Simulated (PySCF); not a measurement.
**Simulated absorption spectrum**

C6H8.
InChI=1S/C6H8/c1-3-6-4-5(6)2/h3,6H,1-2,4H2/t6-/m1/s1

Computed, not measured: PySCF 2.14.0, density-fitted response routines, TDDFT B3LYP/def2-SVPD, vertical, gas phase, core orbitals frozen in the response. The structure is a single GFN2-xTB conformer in the gas phase; no vibrational or solvent corrections. Torsions of this conformer, `[CH2:1]=[CH:2][C@@H:3]1[CH2:4][C:5]1=[CH2:6]`: C1–C2–C3–C4 -147°.

Each state is given a Gaussian of 0.3 eV full width at half maximum, with ε(max) = 2.175×10⁸ f / Δν̃ (Δν̃ the width in cm⁻¹). The width is an assumption, not a result. The curve ends short of the highest state used, and states not computed would add to its high-energy end.

```
λ (nm)  ε (L mol⁻¹ cm⁻¹)
 184.8             30451
 185.8             27779
 186.8             25614
 187.8             23691
 188.9             21435
 189.9             18995
 190.9             16154
 191.9             13079
 193.0              9742
 194.0              7025
 195.0              4786
 196.0              3080
 197.0              1874
 198.1              1018
 199.1               552
 200.1               284
 201.1               139
 202.2                60
 203.2                27
 204.2                13
 205.2                 9
 206.3                12
 207.3                22
 208.3                41
 209.3                75
 210.3               129
 211.4               222
 212.4               344
 213.4               506
 214.4               709
 215.5               973
 216.5              1236
 217.5              1501
 218.5              1744
 219.5              1942
 220.6              2083
 221.6              2128
 222.6              2090
 223.6              1975
 224.7              1779
 225.7              1557
 226.7              1316
 227.7              1074
 228.8               827
 229.8               631
 230.8               466
 231.8               334
 232.8               232
 233.9               150
 234.9                98
 235.9                63
 236.9                39
 238.0                22
 239.0                13
 240.0                 8
 241.0                 4
```

Q: Where are the band maxima, and which computed states make them?

A: 222 nm (5.59 eV), ε about 2100, made up of S1 (100%) (ε in L mol⁻¹ cm⁻¹; maxima over ε = 5, shares over 10%). At its high-energy end, 6.71 eV, the curve is still rising (ε about 31000, from S2, S4 and S5). The states used: S1 5.59 eV (f 0.024); S2 6.56 eV (f 0.165); S3 6.65 eV (f 0.011); S4 6.68 eV (f 0.062); S5 6.86 eV (f 0.383); S6 7.09 eV (f 0.113); S7 7.13 eV (f 0.039); S8 7.31 eV (f 0.018).

Q: On this curve, what absorbance would a 10⁻³ mol/L sample give at 222 nm over a 1 cm path?

A: 222 nm is 5.585 eV, where ε is about 2100 L mol⁻¹ cm⁻¹, so A = ε c l ≈ 2.1 (Beer–Lambert, with the gas-phase spectrum and the assumed width).

Q: What would ε be at 5.59 eV, the highest of these maxima, with half the width (0.15 eV)?

A: About 4250 L mol⁻¹ cm⁻¹ against 2130, a factor of about 2.00; a lone state at its own centre would give exactly 2.

Q: Coming from long wavelengths, where does ε first pass 100 L mol⁻¹ cm⁻¹?

A: At about 235 nm (5.28 eV), 0.31 eV below S1.

On one thread of an Arm Neoverse V2 (shared host), this took 28 s wall (grids of density and orbitals included) and 0.67 GiB of memory at its peak.
